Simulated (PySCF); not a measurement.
**CH2NSi (SMILES N#C[SiH2]): a first try and a second**

Aim: the energy of CH2NSi at ROCAM-QTP01/DZVP2 (C-PCM water).

The calculation is run with PySCF 2.14.0.

6 further runs of the same task are left out: 3 that didn't finish, 3 set aside as unsound or not needed.

### Step 1. The structure to begin with

CH2NSi: 5 atoms, total charge 0, spin state doublet. As SMILES, `N#C[SiH2]`. Geometry: relaxed at PBE0-D4/def2-TZVP.

Bond lengths: N1–C2 1.155 Å, C2–Si3 1.830 Å, Si3–H4 1.480 Å, Si3–H5 1.480 Å. Angles: N1–C2–Si3 175.8°, C2–Si3–H4 109.4°, C2–Si3–H5 109.4°, H4–Si3–H5 114.2°.

### Step 2. The input as first written

Contents of input.py:

```python
from pyscf import gto, dft, solvent

mol = gto.M(
    atom='''
N      1.968717    -2.303954     2.971216
C      1.069396    -1.181457     1.330178
Si    -0.173855     0.506069    -1.420885
H     -2.750307    -0.421409    -1.991204
H     -0.019653     3.261667    -0.967162
''',
    max_memory=1860,
    symmetry=True,
    unit='bohr',
    charge=0,
    basis='dzvp2',
    spin=1,
    verbose=4,
)

mf = dft.ROKS(mol)
mf.xc = 'hyb_gga_xc_cam_qtp_0_x'
mf = mf.PCM()
mf.with_solvent.method = 'C-PCM'
mf.with_solvent.eps = 78.3553  # water
mf.max_cycle = 100
mf.kernel()
if not mf.converged:
    mf = mf.newton().run(mf.mo_coeff, mf.mo_occ)

energy = mf.e_tot
print('E(%s) = %.9f' % ('CAM-QTP01', energy))
mf.analyze()
```

The run is started by

```bash
$ OMP_NUM_THREADS=1 python input.py
```

The log of the run:

```text
PySCF version 2.14.0

[INPUT] num. atoms = 5
[INPUT] num. electrons = 29
[INPUT] charge = 0
[INPUT] spin (= nelec alpha-beta = 2S) = 1
[INPUT] symmetry True subgroup None
[INPUT] Mole.unit = bohr
[INPUT] Symbol           X                Y                Z      unit          X                Y                Z       unit  Magmom
[INPUT]  1 N      1.041800171151  -1.219199951808   1.572299795921 AA    1.968717000000  -2.303954000000   2.971216000000 Bohr   0.0
[INPUT]  2 C      0.565899992649  -0.625200120082   0.703899884067 AA    1.069396000000  -1.181457000000   1.330178000000 Bohr   0.0
[INPUT]  3 Si    -0.092000104004   0.267800181953  -0.751899961338 AA   -0.173855000000   0.506069000000  -1.420885000000 Bohr   0.0
[INPUT]  4 H     -1.455399787434  -0.223000039277  -1.053699779093 AA   -2.750307000000  -0.421409000000  -1.991204000000 Bohr   0.0
[INPUT]  5 H     -0.010399919726   1.725999846010  -0.511800089668 AA   -0.019653000000   3.261667000000  -0.967162000000 Bohr   0.0

nuclear repulsion = 75.4582768944743
point group symmetry = C1
symmetry origin: [0. 0. 0.]
symmetry axis x: [1. 0. 0.]
symmetry axis y: [0. 1. 0.]
symmetry axis z: [0. 0. 1.]
num. orbitals of irrep A = 56
number of shells = 26
number of NR pGTOs = 127
number of NR cGTOs = 56
basis = dzvp2
ecp = {}

******** <class 'pyscf.solvent._attach_solvent.PCMROKS'> ********
method = PCMROKS
initial guess = minao
damping factor = 0
level_shift factor = 0
DIIS = <class 'pyscf.scf.diis.CDIIS'>
diis_start_cycle = 1
diis_space = 8
diis_damp = 0
SCF conv_tol = 1e-09
SCF conv_tol_grad = None
SCF max_cycles = 100
direct_scf = True
direct_scf_tol = 1e-13
num. doubly occ = 14  num. singly occ = 1
XC library pyscf.dft.libxc version 7.0.0
    S. Lehtola, C. Steigemann, M. J.T. Oliveira, and M. A.L. Marques.,  SoftwareX 7, 1–5 (2018)
XC functionals = hyb_gga_xc_cam_qtp_0_x
KeyError: "LibXCFunctional: name 'HYB_GGA_XC_CAM_QTP_0_X' not found."
```

Wall time 0.66 s (1 thread of Arm Neoverse V1, shared host); peak memory 0.11 GiB.

### Step 3. Diagnosis

The input was rejected.

The log says `KeyError: "LibXCFunctional: name 'HYB_GGA_XC_CAM_QTP_0_X' not found."`. The fault: the input text is malformed or holds a word that the program doesn't know.

### Step 4. The mended input

Contents of job.py:

```python
from pyscf import gto, dft, solvent

system = gto.M(
    atom='''
N      1.968717    -2.303954     2.971216
C      1.069396    -1.181457     1.330178
Si    -0.173855     0.506069    -1.420885
H     -2.750307    -0.421409    -1.991204
H     -0.019653     3.261667    -0.967162
''',
    verbose=4,
    unit='bohr',
    spin=1,
    basis='dzvp2',
    max_memory=1860,
    charge=0,
    symmetry=True,
)

mf = dft.ROKS(system, xc='hyb_gga_xc_cam_qtp_01')
mf = mf.PCM()
mf.with_solvent.method = 'C-PCM'
mf.with_solvent.eps = 78.3553
mf.max_cycle = 100
mf.kernel()
if not mf.converged:
    mf = mf.newton().run(mf.mo_coeff, mf.mo_occ)

e_tot = mf.e_tot
print(f'total energy: {e_tot:.8f} hartree')
mf.analyze()
```

The run is started by

```bash
$ OMP_NUM_THREADS=1 python job.py
```

The log of the run:

```text
PySCF version 2.14.0

[INPUT] num. atoms = 5
[INPUT] num. electrons = 29
[INPUT] charge = 0
[INPUT] spin (= nelec alpha-beta = 2S) = 1
[INPUT] symmetry True subgroup None
[INPUT] Mole.unit = bohr
[INPUT] Symbol           X                Y                Z      unit          X                Y                Z       unit  Magmom
[INPUT]  1 N      1.041800171151  -1.219199951808   1.572299795921 AA    1.968717000000  -2.303954000000   2.971216000000 Bohr   0.0
[INPUT]  2 C      0.565899992649  -0.625200120082   0.703899884067 AA    1.069396000000  -1.181457000000   1.330178000000 Bohr   0.0
[INPUT]  3 Si    -0.092000104004   0.267800181953  -0.751899961338 AA   -0.173855000000   0.506069000000  -1.420885000000 Bohr   0.0
[INPUT]  4 H     -1.455399787434  -0.223000039277  -1.053699779093 AA   -2.750307000000  -0.421409000000  -1.991204000000 Bohr   0.0
[INPUT]  5 H     -0.010399919726   1.725999846010  -0.511800089668 AA   -0.019653000000   3.261667000000  -0.967162000000 Bohr   0.0

nuclear repulsion = 75.4582768944743
point group symmetry = C1
symmetry origin: [0. 0. 0.]
symmetry axis x: [1. 0. 0.]
symmetry axis y: [0. 1. 0.]
symmetry axis z: [0. 0. 1.]
num. orbitals of irrep A = 56
number of shells = 26
number of NR pGTOs = 127
number of NR cGTOs = 56
basis = dzvp2
ecp = {}

[... 29 lines left out ...]
WARN: PCM is an experimental feature. It is still in testing.
[... 12 lines left out ...]
Solvent Energy = -0.0215129118562839
[... 7 lines left out ...]
Solvent Energy = -0.00941563278971643
[... 7 lines left out ...]
Solvent Energy = -0.00912761246032661
[... 7 lines left out ...]
Solvent Energy = -0.00910991505665119
[... 7 lines left out ...]
Solvent Energy = -0.00910922004045273
[... 7 lines left out ...]
Solvent Energy = -0.00910908850735078
[... 2 lines left out ...]
total energy: -383.33960927 hartree
[... 2 lines left out ...]
Nuclear Repulsion Energy =              75.458276894474324
[... 1 line left out ...]
Two-electron Energy =                  217.730369914338524
[... 1 line left out ...]
DFT Exchange-Correlation Energy =      -33.631235401525039
[... 4 lines left out ...]
MO #2   energy= -14.5526611568704  | -14.5531889131091  | -14.5521334006317  occ= 2
[... 2 lines left out ...]
MO #56  energy= 2.75257780587238   | 2.75141387165055   | 2.75374174009199   occ= 0
[... 25 lines left out ...]
pop of  1 C 3dxy          0.00098
pop of  1 C 3dyz          0.00224
pop of  1 C 3dz^2         0.00204
pop of  1 C 3dxz          0.00169
pop of  1 C 3dx2-y2       0.00081
pop of  2 Si 1s           2.00000
pop of  2 Si 2s           1.99978
pop of  2 Si 3s           1.16643
pop of  2 Si 4s           0.00709
pop of  2 Si 2px          1.99993
pop of  2 Si 2py          1.99994
pop of  2 Si 2pz          1.99993
pop of  2 Si 3px          0.81992
pop of  2 Si 3py          0.81066
pop of  2 Si 3pz          0.73805
pop of  2 Si 4px          0.00992
pop of  2 Si 4py          0.01352
pop of  2 Si 4pz          0.00658
pop of  2 Si 3dxy         0.00363
pop of  2 Si 3dyz         0.00495
pop of  2 Si 3dz^2        0.00499
pop of  2 Si 3dxz         0.00299
pop of  2 Si 3dx2-y2      0.00923
pop of  3 H 1s            1.02189
pop of  3 H 2s            0.00269
pop of  3 H 2px           0.00376
pop of  3 H 2py           0.00055
pop of  3 H 2pz           0.00029
pop of  4 H 1s            1.02185
pop of  4 H 2s            0.00269
pop of  4 H 2px           0.00006
pop of  4 H 2py           0.00439
pop of  4 H 2pz           0.00015
 ** Mulliken atomic charges  **
charge of    0N =     -0.24114
charge of    1C =     -0.10303
charge of    2Si =      0.40247
charge of    3H =     -0.02917
charge of    4H =     -0.02913
Dipole moment(X, Y, Z, Debye): -1.94126,  2.43679, -3.58510
```

Wall time 15 s (1 thread of Arm Neoverse V1, shared host); peak memory 0.32 GiB.

### Step 5. Summary of results

At ROCAM-QTP01/DZVP2 (C-PCM water):

```
                  quantity          value
              total energy  -383.33961 Eh
             dipole moment         4.75 D
solvent term in the energy   -23.9 kJ/mol
                      ⟨S²⟩          0.750
```
